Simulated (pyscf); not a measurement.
A first-order saddle from PySCF, ωB97X-D3(BJ)/def2-SVP:

```xyz
8

O     -0.0868    -0.1309    -0.3141
Al    -1.6138    -0.0549    -1.0611
O     -1.6924     0.3163    -2.6979
F     -2.9474    -0.3512    -0.1246
H      0.5432    -0.3269     0.6191
H     -2.4675     0.3953    -3.2560
F      1.8190    -0.2571     0.5715
H      1.0493    -0.0521    -0.4272
```

Surface: singlet, charge 0. Lowest wavenumbers (cm⁻¹): 2084i, 34, 78, 220, 267.

Which two sides does it connect, and which bonds change?

HO–Al(OH)–F + HF ⇌ HO–Al(OH)–F + HF, a four-centre exchange read from left to right: H–O, F–H broken and H–O, F–H formed. At CCSD(T)/def2-TZVPP + ΔMP2(QZVPP) it lies +35.9 kcal/mol from the left side and +35.9 kcal/mol from the right (each side as separated species at their lowest minima found). On the reactant side the descent ends in a bound adduct, 8.9 kcal/mol under the separated species and 41.7 kcal/mol under the saddle at ωB97X-D3(BJ)/def2-TZVP. On the product side the descent ends in an adduct with a Al–F contact (not fully relaxed), 10.5 kcal/mol under the separated species and 43.3 kcal/mol under the saddle at ωB97X-D3(BJ)/def2-TZVP. At ωB97X-D3(BJ)/def2-TZVP the barrier from the zero used here is 32.8 kcal/mol. This is the saddle that the search found; another between the same sides may lie lower. The CCSD(T) − MP2 part came from Ansatz, without density fitting, on the same reference.
